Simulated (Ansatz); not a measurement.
Results of RPBE (plane waves, PAW; Ansatz, a first-principles code) for hcp Os.

Numerical settings: plane-wave cutoff 520 eV, 24×24×14 k mesh (along the axes of the cell as run), Fermi–Dirac smearing 0.05 eV, no spin polarisation, scalar-relativistic PAW data made under PBE.

The cell is scaled about its equilibrium volume:

Shape and atoms are relaxed at each volume.

```json
[
 {"V (Å³/atom)": "13.845", "P (GPa)": "17.26", "c (Å)": "4.307", "a (Å)": "2.725"},
 {"V (Å³/atom)": "14.133", "P (GPa)": "8.14", "c (Å)": "4.333", "a (Å)": "2.744"},
 {"V (Å³/atom)": "14.422", "P (GPa)": "0.01", "c (Å)": "4.360", "a (Å)": "2.764"},
 {"V (Å³/atom)": "14.710", "P (GPa)": "-7.21", "c (Å)": "4.385", "a (Å)": "2.783"},
 {"V (Å³/atom)": "14.999", "P (GPa)": "-13.64", "c (Å)": "4.411", "a (Å)": "2.802"}
]
```

Note: the bulk modulus comes from volumes at which shape and atoms were relaxed.
